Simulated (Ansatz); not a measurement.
Molecular dynamics, step by step

CH₂ClSi (SMILES [SiH-]=CCl) (charge -1), singlet, PBE0-D4/def2-SVPD (Ansatz 0.2.0). Settings (timestep in fs, temperature in K; T counts 9 degrees of freedom):

```yaml
hamiltonian: {xc: pbe0, dispersion: d4}
md: {n_steps: 30, timestep: 0.5, temperature: 300, ensemble: nvt_nose_hoover, seed: 75, initial_velocities: maxwell_boltzmann}
```

Start (the SMILES describes the start alone):

```
atom    x (Å)    y (Å)    z (Å)
 Si1  -0.4040   0.6882  -1.0950
  C2   0.3158  -0.1774   0.2686
 Cl3   2.1045  -0.3380   0.4076
  H4  -1.8842   0.5130  -0.7045
  H5  -0.1320  -0.6857   1.1233
```

| step | time (fs) | potential energy less the start (meV) | kinetic energy (meV) | T (K) |
| --- | --- | --- | --- | --- |
| 0 | 0.00 | 0.0 | 116.3 | 300 |
| 2 | 1.00 | 8.0 | 108.4 | 279 |
| 4 | 2.00 | 17.5 | 98.8 | 255 |
| 6 | 3.00 | 28.4 | 88.0 | 227 |
| 8 | 4.00 | 40.2 | 76.2 | 196 |
| 10 | 5.00 | 51.8 | 64.6 | 167 |
| 12 | 6.00 | 61.3 | 55.2 | 142 |
| 14 | 7.00 | 67.1 | 49.4 | 127 |
| 16 | 8.00 | 68.7 | 47.8 | 123 |
| 18 | 9.00 | 66.6 | 50.0 | 129 |
| 20 | 10.00 | 61.3 | 55.2 | 142 |
| 22 | 11.00 | 53.7 | 62.9 | 162 |
| 24 | 12.00 | 44.8 | 71.8 | 185 |
| 26 | 13.00 | 36.4 | 80.3 | 207 |
| 28 | 14.00 | 30.4 | 86.3 | 223 |
| 30 | 15.00 | 27.9 | 88.9 | 229 |

Step 2, positions (Å) and forces (eV/Å):

| atom | x | y | z | Fx | Fy | Fz |
| --- | --- | --- | --- | --- | --- | --- |
| Si1 | -0.400 | 0.686 | -1.091 | 0.201 | 0.316 | -0.533 |
| C2 | 0.312 | -0.178 | 0.268 | -0.042 | 0.053 | -0.074 |
| Cl3 | 2.103 | -0.337 | 0.406 | -0.053 | -0.060 | 0.098 |
| H4 | -1.889 | 0.523 | -0.721 | -0.092 | -0.181 | 0.300 |
| H5 | -0.146 | -0.678 | 1.120 | -0.014 | -0.129 | 0.208 |

Step 4, positions (Å) and forces (eV/Å):

```tsv
atom	x	y	z	Fx	Fy	Fz
Si1	-0.396	0.684	-1.088	0.081	0.437	-0.731
C2	0.307	-0.178	0.267	0.020	-0.049	0.106
Cl3	2.102	-0.335	0.404	-0.128	-0.070	0.118
H4	-1.896	0.532	-0.735	-0.030	-0.187	0.310
H5	-0.161	-0.672	1.119	0.056	-0.131	0.198
```

Step 10, positions (Å) and forces (eV/Å):

| atom | x | y | z | Fx | Fy | Fz |
| --- | --- | --- | --- | --- | --- | --- |
| Si1 | -0.384 | 0.678 | -1.079 | -0.351 | 0.741 | -1.224 |
| C2 | 0.294 | -0.179 | 0.265 | 0.128 | -0.423 | 0.767 |
| Cl3 | 2.098 | -0.331 | 0.398 | -0.293 | -0.098 | 0.173 |
| H4 | -1.913 | 0.547 | -0.760 | 0.204 | -0.183 | 0.297 |
| H5 | -0.197 | -0.659 | 1.123 | 0.313 | -0.037 | -0.013 |

Last step (30):

```xyz
5
angstrom
Si -0.3539 0.6765 -1.0776
C 0.2675 -0.2015 0.2961
Cl 2.0807 -0.3204 0.3820
H -1.8392 0.5002 -0.6793
H -0.1629 -0.6781 1.1884
```

The run took about 63 s on 2 CPU threads of an Intel Xeon Platinum 8259CL (shared host).
